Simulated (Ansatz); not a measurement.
Program: Ansatz. Geometries: PBE0-D4/def2-TZVP. ΔE: electronic, gas phase. CBS: MP2 limit from def2 TZ/QZ plus the TZ coupled-cluster correction, frozen cores. This one scheme is used for every species, atoms too. DFT in def2-TZVPP. No spin–orbit coupling; open shells (•) take unrestricted orbitals.

Consider the hydrogen abstraction from a B–H bond: `CBCl` + H• → `C[B]Cl`• + H₂.

| level | ΔE (kcal/mol) |
| --- | --- |
| PBE0-D4 | 0.5 |
| r2SCAN0 | -2.7 |
| BHLYP | -0.3 |
| CCSD/CBS(def2) | -0.3 |

Problem. What does CCSD(T)/CBS give? (An estimate is asked.)

Solution. Ansatz gave: -0.1 kcal/mol. The listed levels differ from it by 0.6, -2.6, -0.2, -0.2 kcal/mol.

Problem. What do rigid-rotor, harmonic-oscillator terms from PBE0-D4/def2-TZVP frequencies (298.15 K, 1 bar) make of the CCSD(T)/CBS value? (Best estimate.)

Solution. Ansatz gave: ΔZPE = -0.3 kcal/mol, ΔH = +0.1 kcal/mol, ΔS = 16 J/(mol·K), ΔG = -1.0 kcal/mol. Open shells count their whole term as degenerate.

Largest T1 diagnostic among the species: 0.014.

From r2SCAN to r2SCAN0 (25 % exact exchange), in def2-TZVPP and without D4, ΔE moves by +1.0 kcal/mol. Leaving LDA and LC-ωPBE aside and taking each functional with its dispersion term where it has one, the values, not all of them listed here, spread over 5.7 kcal/mol, from r2SCAN-D4 to ωB97M-V. LDA lies +1.8 kcal/mol from PBE without D4.
